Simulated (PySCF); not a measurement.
# How methods differ on the ionisation energy of N

N [He] 2s2 2p3 (4S) → N⁺ [He] 2s2 2p2 (3P), as a difference of total energies. All numbers are calculated (PySCF 2.14, the spin-free X2C one-electron Hamiltonian (Gaussian nucleus), in x2c-QZVPPall with one added diffuse shell each of s, p, d, f type (8s5p4d3f1g, 73 functions)). Correlated levels: valence: 1s2 frozen; valence and next inner shell: nothing frozen. The calculations carry no spin-orbit coupling.

Question: Order these methods by the ionisation energy they give, lowest first.
A. r2SCAN
B. PBE
C. wB97X-V
D. PBE0

Answer: C (14.480 eV), D (14.694 eV), B (14.722 eV), A (14.796 eV).

Errors of the correlated levels include the incompleteness of this basis and the frozen core.

For comparison: 14.545 eV (measured; NIST levels, between the centres of gravity of the two terms).
